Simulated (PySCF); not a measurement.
**SiH3OF (SMILES O[SiH2]F) at 6 levels**

We compute a comparison of 6 runs (HF/3-21G, CAM-B3LYP/aug-cc-pVDZ, M06-L/aug-cc-pVDZ, PBE0/aug-cc-pVDZ, r2SCAN/aug-cc-pVDZ, revPBE/aug-cc-pVDZ) of SiH3OF. Input form: a Python script.

The results are computed with PySCF 2.14.0.

1 further run of the same task is left out (set aside as unsound or not needed).

**1. The molecule**

SiH3OF has 6 atoms, charge 0, and is taken as a singlet. As SMILES, `O[SiH2]F`. The shape is that of a PBE0-D4/def2-TZVP optimisation. This is one conformer, not always the lowest.

Bond lengths: O1–Si2 1.630 Å, Si2–F3 1.596 Å, O1–H4 0.958 Å, Si2–H5 1.474 Å, Si2–H6 1.482 Å. Angles: O1–Si2–F3 111.0°, O1–Si2–H5 106.4°, O1–Si2–H6 111.7°, F3–Si2–H5 108.2°, F3–Si2–H6 106.0°, Si2–O1–H4 119.1°, H5–Si2–H6 113.7°.

**2. The energy at HF/3-21G (run 1)**

File input.xyz:

```xyz
6
FH3OSi
O     -0.853500    -0.209200    -0.924100
Si     0.378300    -0.009300     0.123900
F      0.180800    -0.922800     1.417800
H     -1.714200     0.150200    -0.705600
H      1.595600    -0.458500    -0.575800
H      0.455100     1.385600     0.617600
```

File run.py:

```python
# O[SiH2]F
from pyscf import gto, scf

system = gto.M(
    atom='input.xyz',
    basis='3-21g',
    max_memory=1860,
    verbose=3,
    spin=0,
)

mf = scf.RHF(system)
mf.conv_tol = 1e-10
mf.kernel()
if not mf.converged:
    mf = mf.newton().run(mf.mo_coeff, mf.mo_occ)

e_final = mf.e_tot
print('E(%s) = %.9f' % ('HF', e_final))
```

Run with:

```
OMP_NUM_THREADS=1 python run.py
```

Log:

```text
converged SCF energy = -462.580490458933
E(HF) = -462.580490459
```

It took 0.55 s on 1 thread of Arm Neoverse V2, shared host; peak memory 0.1 GiB.

**3. A single-point energy at CAM-B3LYP/aug-cc-pVDZ (run 2)**

File run.py:

```python
from pyscf import gto, dft

mol = gto.M(
    atom='''
O       -0.853500      -0.209200      -0.924100
Si       0.378300      -0.009300       0.123900
F        0.180800      -0.922800       1.417800
H       -1.714200       0.150200      -0.705600
H        1.595600      -0.458500      -0.575800
H        0.455100       1.385600       0.617600
''',
    basis='aug-cc-pvdz',
    max_memory=1860,
    spin=0,
    verbose=3,
)

calc0 = dft.RKS(mol)
calc0.xc = 'cam-b3lyp'
calc0.grids.level = 5
calc0.conv_tol = 1e-10
calc0.kernel()
if not calc0.converged:
    calc0 = calc0.newton().run(calc0.mo_coeff, calc0.mo_occ)

e_final = calc0.e_tot
print(f'total energy: {e_final:.8f} hartree')
```

Run with:

```
OMP_NUM_THREADS=1 python run.py
```

Log:

```text
converged SCF energy = -466.438401800556
total energy: -466.43840180 hartree
```

Wall time 22 s (1 thread of Arm Neoverse V2, shared host); peak memory 0.5 GiB.

Runs 3 to 5 aren't shown in full; the table further down has their settings and results.

**4. A single-point energy at revPBE/aug-cc-pVDZ (run 6)**

File input.py:

```python
# O[SiH2]F
from pyscf import gto, dft

mol = gto.Mole()
mol.atom = [
    ('O', (-0.853500, -0.209200, -0.924100)),
    ('Si', (0.378300, -0.009300, 0.123900)),
    ('F', (0.180800, -0.922800, 1.417800)),
    ('H', (-1.714200, 0.150200, -0.705600)),
    ('H', (1.595600, -0.458500, -0.575800)),
    ('H', (0.455100, 1.385600, 0.617600)),
]
mol.verbose = 4
mol.basis = 'aug-cc-pvdz'
mol.max_memory = 1860
mol.spin = 0
mol.build()

mf = dft.RKS(mol, xc='revpbe')
mf.conv_tol = 1e-10
mf.grids.level = 5
mf.kernel()
if not mf.converged:
    mf = mf.newton().run(mf.mo_coeff, mf.mo_occ)

energy = mf.e_tot
print('E = %.10f Eh' % energy)
```

Run with:

```
OMP_NUM_THREADS=1 python input.py
```

Log:

```text
PySCF version 2.14.0

[INPUT] num. atoms = 6
[INPUT] num. electrons = 34
[INPUT] charge = 0
[INPUT] spin (= nelec alpha-beta = 2S) = 0
[INPUT] symmetry False subgroup None
[INPUT] Mole.unit = angstrom
[INPUT] Symbol           X                Y                Z      unit          X                Y                Z       unit  Magmom
[INPUT]  1 O     -0.853500000000  -0.209200000000  -0.924100000000 AA   -1.612881247316  -0.395330705259  -1.746295911711 Bohr   0.0
[INPUT]  2 Si     0.378300000000  -0.009300000000   0.123900000000 AA    0.714883392923  -0.017574452958   0.234137066834 Bohr   0.0
[INPUT]  3 F      0.180800000000  -0.922800000000   1.417800000000 AA    0.341662483321  -1.743839267749   2.679253699408 Bohr   0.0
[INPUT]  4 H     -1.714200000000   0.150200000000  -0.705600000000 AA   -3.239368522729   0.283836863910  -1.333390753493 Bohr   0.0
[INPUT]  5 H      1.595600000000  -0.458500000000  -0.575800000000 AA    3.015247004356  -0.866439428113  -1.088104302525 Bohr   0.0
[INPUT]  6 H      0.455100000000   1.385600000000   0.617600000000 AA    0.860014359290   2.618404518197   1.167094854531 Bohr   0.0

nuclear repulsion = 119.528429861324
number of shells = 39
number of NR pGTOs = 153
number of NR cGTOs = 100
basis = aug-cc-pvdz
ecp = {}

******** <class 'pyscf.dft.rks.RKS'> ********
method = RKS
initial guess = minao
damping factor = 0
level_shift factor = 0
DIIS = <class 'pyscf.scf.diis.CDIIS'>
diis_start_cycle = 1
diis_space = 8
diis_damp = 0
SCF conv_tol = 1e-10
SCF conv_tol_grad = None
SCF max_cycles = 50
direct_scf = True
direct_scf_tol = 1e-13
XC library pyscf.dft.libxc version 7.0.0
    S. Lehtola, C. Steigemann, M. J.T. Oliveira, and M. A.L. Marques.,  SoftwareX 7, 1–5 (2018)
XC functionals = revpbe
    Y. Zhang and W. Yang.,  Phys. Rev. Lett. 80, 890 (1998)
    J. P. Perdew, K. Burke, and M. Ernzerhof.,  Phys. Rev. Lett. 77, 3865 (1996)
    J. P. Perdew, K. Burke, and M. Ernzerhof.,  Phys. Rev. Lett. 78, 1396 (1997)
radial grids:
    Treutler-Ahlrichs [JCP 102, 346 (1995); DOI:10.1063/1.469408] (M4) radial grids

becke partition: Becke, JCP 88, 2547 (1988); DOI:10.1063/1.454033
pruning grids: <function nwchem_prune>
grids dens level: 5
symmetrized grids: False
atomic radii adjust function: <function treutler_atomic_radii_adjust>
small_rho_cutoff = 0
Set gradient conv threshold to 1e-05
Initial guess from minao.
tot grids = 201032
init E= -466.508114845805
  HOMO = -0.342549426877194  LUMO = -0.0526143710646947  gap/eV = 7.88953
cycle= 1 E= -466.207887176659  delta_E=  0.3  |g|= 0.888  |ddm|= 2.83
  HOMO = -0.136670697623241  LUMO = -0.0202793394998322  gap/eV = 3.16717
cycle= 2 E= -465.573943617638  delta_E= 0.634  |g|= 1.99  |ddm|= 1.98
  HOMO = -0.283333373974457  LUMO = -0.04462819567006  gap/eV = 6.49550
cycle= 3 E= -466.346880012074  delta_E= -0.773  |g|= 0.132  |ddm|= 1.51
  HOMO = -0.285064328846623  LUMO = -0.0362886814705279  gap/eV = 6.76953
cycle= 4 E= -466.348504288027  delta_E= -0.00162  |g|= 0.128  |ddm|= 0.304
  HOMO = -0.288319365073071  LUMO = -0.0369778275657042  gap/eV = 6.83935
cycle= 5 E= -466.35125286183  delta_E= -0.00275  |g|= 0.0181  |ddm|= 0.103
  HOMO = -0.287197816975573  LUMO = -0.0378240728058907  gap/eV = 6.78581
cycle= 6 E= -466.351338530611  delta_E= -8.57e-05  |g|= 0.00263  |ddm|= 0.0346
  HOMO = -0.287166701095165  LUMO = -0.0378204320647733  gap/eV = 6.78506
cycle= 7 E= -466.351340067606  delta_E= -1.54e-06  |g|= 0.000461  |ddm|= 0.0032
  HOMO = -0.287248240131053  LUMO = -0.0378479254564823  gap/eV = 6.78653
cycle= 8 E= -466.351340113642  delta_E= -4.6e-08  |g|= 8e-05  |ddm|= 0.00055
  HOMO = -0.287245451653657  LUMO = -0.0378477599032969  gap/eV = 6.78646
cycle= 9 E= -466.351340115126  delta_E= -1.48e-09  |g|= 1.56e-05  |ddm|= 0.000136
  HOMO = -0.2872466460751  LUMO = -0.0378482611722264  gap/eV = 6.78648
cycle= 10 E= -466.35134011519  delta_E= -6.36e-11  |g|= 4.14e-06  |ddm|= 3.12e-05
  HOMO = -0.287246078634724  LUMO = -0.0378481555297574  gap/eV = 6.78646
Extra cycle  E= -466.351340115188  delta_E= 1.71e-12  |g|= 5.5e-06  |ddm|= 1.22e-05
converged SCF energy = -466.351340115188
E = -466.3513401152 Eh
```

Run time: 14 s. Hardware: 1 thread of Arm Neoverse V2, shared host; peak memory 0.5 GiB.

**5. All runs side by side**

| run | level | integration grid | energy (Eh) | dipole moment (D) | HOMO energy (eV) | LUMO energy (eV) | wall time |
| --- | --- | --- | --- | --- | --- | --- | --- |
| 1 | HF/3-21G | – | -462.580490 | 2.12 | -12.90 | 5.10 | 0.55 s |
| 2 | CAM-B3LYP/aug-cc-pVDZ | 5 | -466.438402 | 1.63 | -10.80 | 0.12 | 22 s |
| 3 | M06-L/aug-cc-pVDZ | 5 | -466.454514 | 1.57 | -8.11 | -0.47 | 31 s |
| 4 | PBE0/aug-cc-pVDZ | 5 | -466.177507 | 1.60 | -9.34 | -0.37 | 14 s |
| 5 | r2SCAN/aug-cc-pVDZ | 5 | -466.371317 | 1.56 | -8.20 | -0.39 | 30 s |
| 6 | revPBE/aug-cc-pVDZ | 5 | -466.351340 | 1.52 | -7.82 | -1.03 | 14 s |

**6. Results**

```
            quantity          value
 run 6: total energy  -466.35134 Eh
run 6: dipole moment         1.52 D
  run 6: HOMO energy       -7.82 eV
  run 6: LUMO energy       -1.03 eV
run 6: HOMO–LUMO gap        6.79 eV
```

What this shows: The dipole moment (its size) runs from 1.52 D (revPBE/aug-cc-pVDZ) to 2.12 D (HF/3-21G). The two ends differ in method and basis. The HOMO–LUMO gap runs from 6.79 eV (revPBE/aug-cc-pVDZ) to 18.00 eV (HF/3-21G). Totals of different functionals can't be ranked against each other. All runs together took 1.9 min, the longest 31 s.
